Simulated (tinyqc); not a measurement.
MP2 on RHF in the sto-3g basis, frozen core, for HF, spin multiplicity 1, step by step. Computed by tinyqc, a small Python program that keeps every step (integrals from PySCF). Settings: charge = 0, multiplicity = 1, basis = sto-3g, method = RHF, frozen orbitals = 1, energy threshold = 1e-10, iteration cap = 65, orthogonalisation = symmetric, start = core, DIIS depth = 6. Command: `OMP_NUM_THREADS=1 python tinyqc.py 27075 27076 out.jsonl` (the two numbers bound the seeds that draw the settings). One thread of a shared host (Intel(R) Xeon(R) Processor @ 2.60GHz), about 0.1 s of CPU time with the checks. Later iterations appear only in the table of the cycle.

## One-electron integrals

Geometry (angstrom):
```
atom       x       y       z
F     0.0000  0.0000  0.0000
H     0.0000  0.0000  0.9140
```

Basis sto-3g: exponents (1/bohr^2) and contraction coefficients of normalised primitives:
```
element  l (shell)  exponent  coefficient
F            s (1)  166.6791       0.1543
F            s (1)   30.3608       0.5353
F            s (1)    8.2168       0.4446
F            s (2)    6.4648      -0.1000
F            s (2)    1.5023       0.3995
F            s (2)    0.4886       0.7001
F            p (3)    6.4648       0.1559
F            p (3)    1.5023       0.6077
F            p (3)    0.4886       0.3920
H            s (1)    3.4253       0.1543
H            s (1)    0.6239       0.5353
H            s (1)    0.1689       0.4446
```

Overlap, kinetic and nuclear-attraction integrals over the contracted functions; the nuclear repulsion is the sum of Za Zb / Rab.

nuclear repulsion = 5.210717 hartree

overlap S, lower triangle:
```
         1F 1s   1F 2s  1F 2px  1F 2py  1F 2pz   2H 1s
1F 1s   1.0000
1F 2s   0.2380  1.0000
1F 2px  0.0000  0.0000  1.0000
1F 2py  0.0000  0.0000  0.0000  1.0000
1F 2pz  0.0000  0.0000  0.0000  0.0000  1.0000
2H 1s   0.0498  0.4509  0.0000  0.0000  0.3503  1.0000
```

kinetic energy T (hartree), lower triangle:
```
          1F 1s   1F 2s  1F 2px  1F 2py  1F 2pz   2H 1s
1F 1s   36.9846
1F 2s   -0.2129  1.0380
1F 2px   0.0000  0.0000  3.2480
1F 2py   0.0000  0.0000  0.0000  3.2480
1F 2pz   0.0000  0.0000  0.0000  0.0000  3.2480
2H 1s    0.0005  0.1303  0.0000  0.0000  0.2770  0.7600
```

nuclear attraction V (hartree), lower triangle:
```
           1F 1s     1F 2s    1F 2px    1F 2py    1F 2pz    2H 1s
1F 1s   -77.5885
1F 2s    -9.3146  -12.1155
1F 2px    0.0000    0.0000  -11.9833
1F 2py    0.0000    0.0000    0.0000  -11.9833
1F 2pz   -0.0152   -0.1811    0.0000    0.0000  -12.1014
2H 1s    -2.0108   -4.2471    0.0000    0.0000   -2.9348  -6.2129
```

core Hamiltonian H = T + V (hartree), lower triangle:
```
           1F 1s     1F 2s   1F 2px   1F 2py   1F 2pz    2H 1s
1F 1s   -40.6040
1F 2s    -9.5275  -11.0775
1F 2px    0.0000    0.0000  -8.7353
1F 2py    0.0000    0.0000   0.0000  -8.7353
1F 2pz   -0.0152   -0.1811   0.0000   0.0000  -8.8533
2H 1s    -2.0104   -4.1168   0.0000   0.0000  -2.6578  -5.4529
```

## Two-electron integrals

Functions are numbered as in S; the eight-fold symmetry (ij|kl) = (ji|kl) = (kl|ij) leaves the list below.

Two-electron integrals (ij|kl) in chemists' order, unique and non-zero (hartree):
```
(11|11) 5.4035   (21|11) 0.8419   (21|21) 0.1563   (22|11) 1.2680
(22|21) 0.2923   (22|22) 0.9262   (31|31) 0.0280   (32|31) 0.0432
(32|32) 0.2046   (33|11) 1.2645   (33|21) 0.2924   (33|22) 0.9260
(33|33) 0.9975   (41|41) 0.0280   (42|41) 0.0432   (42|42) 0.2046
(43|43) 0.0538   (44|11) 1.2645   (44|21) 0.2924   (44|22) 0.9260
(44|33) 0.8900   (44|44) 0.9975   (51|51) 0.0280   (52|51) 0.0432
(52|52) 0.2046   (53|53) 0.0538   (54|54) 0.0538   (55|11) 1.2645
(55|21) 0.2924   (55|22) 0.9260   (55|33) 0.8900   (55|44) 0.8900
(55|55) 0.9975   (61|11) 0.1793   (61|21) 0.0330   (61|22) 0.0612
(61|33) 0.0611   (61|44) 0.0611   (61|51) 0.0013   (61|52) 0.0025
(61|55) 0.0614   (61|61) 0.0070   (62|11) 0.4260   (62|21) 0.0994
(62|22) 0.3482   (62|33) 0.3433   (62|44) 0.3433   (62|51) 0.0067
(62|52) 0.0511   (62|55) 0.3576   (62|61) 0.0212   (62|62) 0.1572
(63|31) 0.0107   (63|32) 0.0624   (63|53) 0.0109   (63|63) 0.0241
(64|41) 0.0107   (64|42) 0.0624   (64|54) 0.0109   (64|64) 0.0241
(65|11) 0.2775   (65|21) 0.0656   (65|22) 0.2462   (65|33) 0.2354
(65|44) 0.2354   (65|51) 0.0147   (65|52) 0.0970   (65|55) 0.2674
(65|61) 0.0146   (65|62) 0.1362   (65|65) 0.1412   (66|11) 0.5533
(66|21) 0.1312   (66|22) 0.5277   (66|33) 0.5092   (66|44) 0.5092
(66|51) 0.0119   (66|52) 0.1249   (66|55) 0.5643   (66|61) 0.0283
(66|62) 0.2958   (66|65) 0.2977   (66|66) 0.7746
```

## Orthogonalisation

S = U s U^T; symmetric (Loewdin) form X = U s^(-1/2) U^T, so that X^T S X = 1.

eigenvalues of S: 0.4110  0.8457  1.0000  1.0000  1.1234  1.6199

X, lower triangle:
```
          1F 1s    1F 2s  1F 2px  1F 2py   1F 2pz   2H 1s
1F 1s    1.0233
1F 2s   -0.1335   1.1281
1F 2px   0.0000   0.0000  1.0000
1F 2py   0.0000   0.0000  0.0000  1.0000
1F 2pz  -0.0077   0.0805  0.0000  0.0000   1.0612
2H 1s    0.0228  -0.2936  0.0000  0.0000  -0.2241  1.1638
```

## Starting guess

The start is the orbitals of the core Hamiltonian; D = 2 C_occ C_occ^T.

D at the start, lower triangle:
```
          1F 1s    1F 2s  1F 2px  1F 2py   1F 2pz   2H 1s
1F 1s    2.1279
1F 2s   -0.5552   2.4071
1F 2px   0.0000   0.0000  2.0000
1F 2py   0.0000   0.0000  0.0000  2.0000
1F 2pz  -0.0413   0.2495  0.0000  0.0000   2.2099
2H 1s    0.0857  -0.3725  0.0000  0.0000  -0.3751  0.1095
```

## Iteration 1: building the Fock matrix

J_ij = sum D_kl (ij|kl), K_ij = sum D_kl (ik|jl); F = H + J - 0.5 K; E = tr D H + tr D J / 2 - 0.25 tr D K + E_nn.

Coulomb J (hartree), lower triangle:
```
          1F 1s   1F 2s  1F 2px  1F 2py  1F 2pz   2H 1s
1F 1s   21.0339
1F 2s    4.0342  9.9773
1F 2px   0.0000  0.0000  9.9705
1F 2py   0.0000  0.0000  0.0000  9.9705
1F 2pz   0.0048  0.0018  0.0000  0.0000  9.9645
2H 1s    0.8510  3.6395  0.0000  0.0000  2.5177  5.2929
```

exchange K (hartree), lower triangle:
```
          1F 1s   1F 2s  1F 2px  1F 2py  1F 2pz   2H 1s
1F 1s   11.1195
1F 2s    1.9509  3.2443
1F 2px   0.0000  0.0000  2.6753
1F 2py   0.0000  0.0000  0.0000  2.6753
1F 2pz   0.0020  0.0081  0.0000  0.0000  2.6687
2H 1s    0.4323  1.0468  0.0000  0.0000  0.5385  0.4908
```

Fock matrix F (hartree), lower triangle:
```
           1F 1s    1F 2s   1F 2px   1F 2py   1F 2pz    2H 1s
1F 1s   -25.1298
1F 2s    -6.4687  -2.7224
1F 2px    0.0000   0.0000  -0.1024
1F 2py    0.0000   0.0000   0.0000  -0.1024
1F 2pz   -0.0114  -0.1833   0.0000   0.0000  -0.2232
2H 1s    -1.3755  -1.0006   0.0000   0.0000  -0.4094  -0.4054
```

total energy of this density = -97.804565 hartree

## Iteration 1: diagonalisation and new density

Diagonalise F' = X^T F X, C = X C', fill 5 alpha and 5 beta electrons from the bottom; D = 2 C_occ C_occ^T. Each column has its largest component positive (the first on a tie).

F' = X^T F X (hartree), lower triangle:
```
          1        2        3        4        5       6
1  -24.6545
2   -3.3827  -1.4587
3    0.0000   0.0000  -0.1024
4    0.0000   0.0000   0.0000  -0.1024
5   -0.0227  -0.0450   0.0000   0.0000  -0.0879
6   -0.2158  -0.4913   0.0000   0.0000  -0.4053  0.0790
```

orbital energies (hartree): MO1 -25.1410, MO2 -1.1773, MO3 -0.2942, MO4 -0.1024, MO5 -0.1024, MO6 0.4904

coefficients C:
```
            MO1      MO2      MO3     MO4      MO5      MO6
1F 1s    0.9943  -0.2481   0.0957  0.0000   0.0000   0.0793
1F 2s    0.0244   0.9297  -0.4681  0.0000   0.0000  -0.5467
1F 2px   0.0000   0.0000   0.0000  0.1020   0.9948   0.0000
1F 2py   0.0000   0.0000   0.0000  0.9948  -0.1020   0.0000
1F 2pz   0.0027   0.1752   0.7386  0.0000   0.0000  -0.7789
2H 1s   -0.0062   0.1420   0.4479  0.0000   0.0000   1.1272
```

D after iteration 1, lower triangle:
```
          1F 1s    1F 2s  1F 2px  1F 2py  1F 2pz   2H 1s
1F 1s    2.1186
1F 2s   -0.5024   2.1683
1F 2px   0.0000   0.0000  2.0000
1F 2py   0.0000   0.0000  0.0000  2.0000
1F 2pz   0.0599  -0.3655  0.0000  0.0000  1.1524
2H 1s    0.0030  -0.1556  0.0000  0.0000  0.7113  0.4416
```

Within a degenerate level the vectors are fixed only up to a rotation; this is one choice.

## Iteration 7 (converged): orbitals

converged F (hartree), lower triangle:
```
           1F 1s    1F 2s   1F 2px   1F 2py   1F 2pz    2H 1s
1F 1s   -25.8899
1F 2s    -6.6229  -3.0481
1F 2px    0.0000   0.0000  -0.4643
1F 2py    0.0000   0.0000   0.0000  -0.4643
1F 2pz   -0.0246  -0.1024   0.0000   0.0000  -0.3667
2H 1s    -1.4078  -1.1596   0.0000   0.0000  -0.5834  -0.6073
```

As before.

F' = X^T F X (hartree), lower triangle:
```
          1        2        3        4        5        6
1  -25.4144
2   -3.4130  -1.7327
3    0.0000   0.0000  -0.4643
4    0.0000   0.0000   0.0000  -0.4643
5   -0.0519   0.1016   0.0000   0.0000  -0.1592
6   -0.2099  -0.5872   0.0000   0.0000  -0.5869  -0.0196
```

orbital energies (hartree): MO1 -25.8998, MO2 -1.4722, MO3 -0.5861, MO4 -0.4643, MO5 -0.4643, MO6 0.6322

coefficients C:
```
            MO1      MO2      MO3      MO4     MO5      MO6
1F 1s    0.9947  -0.2491   0.0828   0.0000  0.0000   0.0852
1F 2s    0.0227   0.9354  -0.4365   0.0000  0.0000  -0.5631
1F 2px   0.0000   0.0000   0.0000  -0.1897  0.9818   0.0000
1F 2py   0.0000   0.0000   0.0000   0.9818  0.1897   0.0000
1F 2pz   0.0030   0.0908   0.7025   0.0000  0.0000  -0.8254
2H 1s   -0.0058   0.1591   0.5204   0.0000  0.0000   1.0933
```

D after iteration 7, lower triangle:
```
          1F 1s    1F 2s  1F 2px  1F 2py  1F 2pz   2H 1s
1F 1s    2.1166
1F 2s   -0.4932   2.1320
1F 2px   0.0000   0.0000  2.0000
1F 2py   0.0000   0.0000  0.0000  2.0000
1F 2pz   0.0770  -0.4432  0.0000  0.0000  1.0035
2H 1s   -0.0046  -0.1570  0.0000  0.0000  0.7600  0.5922
```

Within a degenerate level the vectors are fixed only up to a rotation; this is one choice.

## Convergence

Stop when the energy changes by less than 1e-10 hartree and every element of the error matrix X^T (F D S - S D F) X is below 3e-06.

Course of the cycle:
```
iteration  E (hartree)     change  largest element of the error matrix
1           -97.804565          -                             7.67e-01
2           -98.556254  -7.52e-01                             1.65e-01
3           -98.570388  -1.41e-02                             9.66e-03
4           -98.570430  -4.19e-05                             4.07e-04
5           -98.570430  -1.69e-07                             1.56e-05
6           -98.570430  -1.49e-10                             8.59e-08
7           -98.570430  -1.42e-14                             2.80e-11
```

PySCF RHF in the same basis = -98.570430 hartree

Converged in 7 iterations.

## Populations, bond orders and dipole

Mulliken: Z minus the diagonal of D S on the atom; Loewdin: the same with S^(1/2) D S^(1/2); Mayer order: 2 sum_s sum (D(s) S)_ij (D(s) S)_ji over the two atoms.

Charges (e):
```
atom  Mulliken  Loewdin
1F     -0.2126  -0.1531
2H      0.2126   0.1531
```

Mayer bond orders:
```
pair   order
2-1   0.9548
```

dipole moment about the origin, x y z (debye): 0.0000  0.0000  1.2914

## Integrals over molecular orbitals

(pq|rs) = sum C_ip C_jq C_kr C_ls (ij|kl), one index at a time.

one-electron integrals over orbitals h = C^T H C (hartree), lower triangle:
```
          1        2        3        4        5        6
1  -40.5856
2    0.7010  -9.1556
3   -0.2233   0.5548  -7.6828
4    0.0000   0.0000   0.0000  -8.7353
5    0.0000   0.0000   0.0000   0.0000  -8.7353
6   -0.2328   1.2257   1.8270   0.0000   0.0000  -6.1171
```

Two-electron integrals over orbitals (pq|rs), unique and non-zero (hartree); the lowest 1 orbital is frozen and left out:
```
(22|22) 0.8571    (32|22) -0.0144   (32|32) 0.1580    (33|22) 0.7591
(33|32) -0.0532   (33|33) 0.7781    (42|42) 0.1797    (43|42) -0.0441
(43|43) 0.0497    (44|22) 0.8767    (44|32) -0.0772   (44|33) 0.7625
(44|44) 0.9975    (52|52) 0.1797    (53|52) -0.0441   (53|53) 0.0497
(54|54) 0.0538    (55|22) 0.8767    (55|32) -0.0772   (55|33) 0.7625
(55|44) 0.8900    (55|55) 0.9975    (62|22) -0.1327   (62|32) -0.0423
(62|33) -0.0409   (62|44) -0.1314   (62|55) -0.1314   (62|62) 0.0981
(63|22) -0.1580   (63|32) 0.0940    (63|33) -0.1270   (63|44) -0.1908
(63|55) -0.1908   (63|62) 0.0584    (63|63) 0.1704    (64|42) -0.0436
(64|43) -0.0135   (64|64) 0.0318    (65|52) -0.0436   (65|53) -0.0135
(65|65) 0.0318    (66|22) 0.6866    (66|32) 0.0732    (66|33) 0.6696
(66|44) 0.6534    (66|55) 0.6534    (66|62) -0.0679   (66|63) -0.0133
(66|66) 0.7160
```

## Second-order Moller-Plesset energy

Hartree-Fock energy = -98.570430 hartree

E2 = sum_ijab (ia|jb) [2 (ia|jb) - (ib|ja)] / (e_i + e_j - e_a - e_b) over occupied i, j and virtual a, b; the opposite-spin part is (ia|jb)^2 / denominator, the rest is same-spin, and SCS-MP2 scales them by 6/5 and 1/3.

Terms:
```
i  j  a  b  (ia|jb)  (ib|ja)  denominator       term
3  3  6  6   0.1704   0.1704      -2.4365    -0.0119
2  2  6  6   0.0981   0.0981      -4.2087    -0.0023
2  3  6  6   0.0584   0.0584      -3.3226    -0.0010
3  2  6  6   0.0584   0.0584      -3.3226    -0.0010
4  4  6  6   0.0318   0.0318      -2.1929  -4.61e-04
5  5  6  6   0.0318   0.0318      -2.1929  -4.61e-04
```

Pair energies (hartree; pair i-j sums ij and ji):
```
pair  opposite spin  same spin
2-2         -0.0023     0.0000
3-2         -0.0021     0.0000
3-3         -0.0119     0.0000
4-4       -4.61e-04     0.0000
5-5       -4.61e-04     0.0000
```

MP2 correlation energy = -0.017181 hartree

SCS-MP2 correlation energy = -0.020618 hartree

MP2 total energy = -98.587612 hartree
